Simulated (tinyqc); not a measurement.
Extended Hueckel theory, for NH3+, step by step. The parameters take no account of the charge, which enters only through the electron count. One step of it, computed by the program tinyqc.

Task: Wolfsberg-Helmholz matrix. H_ij = K' S_ij (H_ii + H_jj)/2 for i != j (the diagonal keeps H_ii), with K' = K + D^2 + D^4 (1 - K), D = (H_ii - H_jj)/(H_ii + H_jj), K = 1.75.

overlap S:
```
           1N 2s     1N 2px     1N 2py     1N 2pz      2H 1s      3H 1s      4H 1s
1N 2s   1.000000   0.000000   0.000000   0.000000   0.518067   0.517990   0.517990
1N 2px  0.000000   1.000000   0.000000   0.000000   0.443956  -0.222173  -0.222173
1N 2py  0.000000   0.000000   1.000000   0.000000   0.000000   0.384326  -0.384326
1N 2pz  0.000000   0.000000   0.000000   1.000000  -0.131686  -0.131658  -0.131658
2H 1s   0.518067   0.443956   0.000000  -0.131686   1.000000   0.201462   0.201462
3H 1s   0.517990  -0.222173   0.384326  -0.131658   0.201462   1.000000   0.201668
4H 1s   0.517990  -0.222173  -0.384326  -0.131658   0.201462   0.201668   1.000000
```

diagonal H_ii (eV): 1N 2s -26.000000, 1N 2px -13.400000, 1N 2py -13.400000, 1N 2pz -13.400000, 2H 1s -13.600000, 3H 1s -13.600000, 4H 1s -13.600000

K = 1.750000

Give: H.

Result:

H (eV):
```
           1N 2s    1N 2px    1N 2py    1N 2pz     2H 1s     3H 1s     4H 1s
1N 2s   -26.0000    0.0000    0.0000    0.0000  -18.8828  -18.8800  -18.8800
1N 2px    0.0000  -13.4000    0.0000    0.0000  -10.4888    5.2490    5.2490
1N 2py    0.0000    0.0000  -13.4000    0.0000    0.0000   -9.0800    9.0800
1N 2pz    0.0000    0.0000    0.0000  -13.4000    3.1112    3.1105    3.1105
2H 1s   -18.8828  -10.4888    0.0000    3.1112  -13.6000   -4.7948   -4.7948
3H 1s   -18.8800    5.2490   -9.0800    3.1105   -4.7948  -13.6000   -4.7997
4H 1s   -18.8800    5.2490    9.0800    3.1105   -4.7948   -4.7997  -13.6000
```
